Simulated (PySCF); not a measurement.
# NSH3: relaxation and vibrations of the singlet

The task is one start of a wider search on NSH3: the singlet, from a see-saw (ligand arrangement 2) start. It is relaxed, tested by its Hessian and followed downhill if it is a saddle.

The runs use PySCF 2.14.0; PBE0, basis N def2-TZVP, S def2-TZVP, H def2-TZVP, no relativity, density fitting.

## Step 1: Starting geometry

5 atoms, charge 0, spin multiplicity 1.

Bond lengths: N1–S2 1.540 Å, N1–H3 1.030 Å, N1–H4 1.030 Å, N1–H5 1.030 Å. Angles: S2–N1–H3 170.0°, S2–N1–H4 86.9°, S2–N1–H5 86.9°, H3–N1–H4 86.9°, H3–N1–H5 86.9°, H4–N1–H5 104.0°.

```xyz
5
charge 0 multiplicity 1
N     0.0000    0.9799   -0.1155
S     0.0000   -0.5542    0.0187
H     0.0000    2.0060   -0.0257
H     0.8117    0.9799    0.5186
H    -0.8117    0.9799    0.5186
```

## Step 2: Relaxation: see-saw (ligand arrangement 2) start, singlet

One driver script runs all steps and calls PySCF; scf.py shows how it sets up the SCF of each step. The optimiser is the driver's own. Before each start the driver seeks the lowest SCF state from one or more starting densities and follows internal instabilities, so scf.py alone need not reach the same state.

The program finds Cs symmetry in the start, which this walk keeps.

The input, scf.py:

```python
from pyscf import gto, scf, dft
mol = gto.M(atom='''
N      0.000000     0.979910    -0.115499
S      0.000000    -0.554190     0.018701
H      0.000000     2.006010    -0.025699
H      0.811700     0.979910     0.518601
H     -0.811700     0.979910     0.518601''',
    basis={'N': 'def2-TZVP', 'S': 'def2-TZVP', 'H': 'def2-TZVP'},
    charge=0, spin=0)
mf = dft.RKS(mol, xc='PBE0')
mf.grids.atom_grid = (50, 194)
aux = {'N': 'def2-universal-JKFIT', 'S': 'def2-universal-JKFIT', 'H': 'def2-universal-JKFIT'}
mf = mf.density_fit(auxbasis=aux)
mf.kernel()
```

Steps of the walk:

```csv
step,energy (Eh),change (kJ/mol),largest symmetric gradient (Eh/bohr)
0,-454.353593,0.00,0.29529
1,-454.453664,-262.74,0.06425
2,-454.489349,-356.43,0.04493
3,-454.504600,-396.47,0.05522
4,-454.514342,-422.05,0.03203
5,-454.522832,-444.34,0.03902
6,-454.528111,-458.20,0.02957
7,-454.531661,-467.52,0.01532
8,-454.532771,-470.43,0.00467
9,-454.532952,-470.91,0.00160
10,-454.532961,-470.93,0.00038
11,-454.532961,-470.93,0.00031
12,-454.532961,-470.93,0.00022
```

The walk ran for 7.3 s (4 threads, shared host).

It settles in C3v symmetry, 470.9 kJ/mol below the start, after 12 steps: N–H 1.017 Å (×3), N–S 1.817 Å; H–N–H 108.3° (×3), H–N–S 110.6° (×3).

## Step 3: Vibrations and properties at this point

The point is checked on the finer grid, and tightened if its gradient asks for it. The Hessian and the dipole derivatives come from central differences of analytic gradients, with steps of 0.01 bohr.

Changes to scf.py since step 2:

```diff
@@ -3,5 +3,5 @@
-N      0.000000     0.979910    -0.115499
-S      0.000000    -0.554190     0.018701
-H      0.000000     2.006010    -0.025699
-H      0.811700     0.979910     0.518601
-H     -0.811700     0.979910     0.518601''',
+N      0.000346     1.079423     0.433944
+S     -0.000195    -0.606445    -0.243800
+H      0.000465     1.766527    -0.315253
+H      0.824400     1.233974     1.008798
+H     -0.823506     1.234437     1.008962''',
@@ -11 +11 @@
-mf.grids.atom_grid = (50, 194)
+mf.grids.atom_grid = (75, 302)
```

This SCF starts from the last density.

Log of the central SCF (cycles and frontier levels):

```text
init E= -454.532974158394
  HOMO = -0.201065887618494  LUMO = -0.0230500584233333  gap/eV = 4.84406
cycle= 1 E= -454.53297415805  delta_E= 3.44e-10  |g|= 5.57e-05  |ddm|= 5.25e-05
  HOMO = -0.201061355373351  LUMO = -0.0230436278456523  gap/eV = 4.84411
cycle= 2 E= -454.532974157185  delta_E= 8.65e-10  |g|= 8.45e-05  |ddm|= 7.43e-05
  HOMO = -0.201062570256893  LUMO = -0.0230472609728913  gap/eV = 4.84404
cycle= 3 E= -454.53297415871  delta_E= -1.52e-09  |g|= 3.62e-06  |ddm|= 4.48e-05
  HOMO = -0.201063278702192  LUMO = -0.0230473749547997  gap/eV = 4.84406
cycle= 4 E= -454.532974158712  delta_E= -2.33e-12  |g|= 7.5e-08  |ddm|= 3.65e-06
  HOMO = -0.201063288937604  LUMO = -0.0230473695819988  gap/eV = 4.84406
Extra cycle  E= -454.532974158712  delta_E= -2.27e-13  |g|= 6.23e-08  |ddm|= 1.09e-07
converged SCF energy = -454.532974158712
```

The whole step took 12 s.

Geometry: C3v; N–H 1.017 Å (×3), N–S 1.817 Å; H–N–H 108.3° (×3), H–N–S 110.6° (×3).

Harmonic modes (main isotopes):

```json
{"symmetry": "a1", "ω (cm⁻¹)": "643", "IR (km/mol)": "2.5", "type": "stretch"}
{"symmetry": "e", "ω (cm⁻¹)": "854", "IR (km/mol)": "49.2", "type": "bend"}
{"symmetry": "a1", "ω (cm⁻¹)": "1336", "IR (km/mol)": "24.5", "type": "bend"}
{"symmetry": "e", "ω (cm⁻¹)": "1651", "IR (km/mol)": "72.5", "type": "bend"}
{"symmetry": "a1", "ω (cm⁻¹)": "3450", "IR (km/mol)": "1.7", "type": "stretch"}
{"symmetry": "e", "ω (cm⁻¹)": "3543", "IR (km/mol)": "150", "type": "stretch"}
```

All wavenumbers are real: a minimum.

Properties at this point:

- Dipole moment: 6.11 D
- Highest occupied level: -5.47 eV
- Lowest empty level: -0.63 eV
- Rotational constants: 6.16, 0.4114, 0.4114 cm⁻¹
- Zero-point energy: 104.8 kJ/mol
- Principal polarisabilities: 20.9, 20.9, 34.2 bohr³
- Atomisation energy without zero-point energy: 1345 kJ/mol
- Principal traceless quadrupole moments about the centre of mass: -3.54, -3.54, 7.09 D Å
- Entropy at 298.15 K and 1 bar: 235.0 J/(mol K)
- Heat capacity Cp at 298.15 K: 42.8 J/(mol K)
- Enthalpy at 298.15 K above 0 K: 10.65 kJ/mol
- Rotational symmetry number: 3

Populations by atom (charges in e):

| atom | Mulliken | Löwdin | polar tensor | Mayer order to N1 |
| --- | --- | --- | --- | --- |
| N1 | -0.36 | -0.14 | -0.23 | – |
| S2 | -0.53 | -0.37 | -0.32 | 0.90 |
| H3,4,5 | 0.29 | 0.17 | 0.18 | 0.89 |

Mulliken populations on N1: s 3.44, p 3.86, d 0.05, f 0.00.

## Step 4: What came out

```
                                 quantity                                                                value
                                  minimum                                                         singlet, C3v
                                 geometry  N–H 1.017 Å (×3), N–S 1.817 Å; H–N–H 108.3° (×3), H–N–S 110.6° (×3)
                       wavenumbers (cm⁻¹)          643 (a1), 854 (e), 1336 (a1), 1651 (e), 3450 (a1), 3543 (e)
                            dipole moment                                                               6.11 D
     highest occupied, lowest empty level                                                      -5.47, -0.63 eV
                polar-tensor charge of N1                                                              -0.23 e
                        zero-point energy                                                         104.8 kJ/mol
                      entropy at 298.15 K                                                      235.0 J/(mol K)
atomisation energy (no zero-point energy)                                                          1345 kJ/mol
```

The see-saw (ligand arrangement 2) start (Cs) ends in a minimum of C3v symmetry. In the infrared the band at 3543 cm⁻¹ (e, stretch) leads. With 6.1 D the molecule is strongly polar. Only this shape and spin were tried, so other structures or states may lie lower.

The search up to here took 19 s.
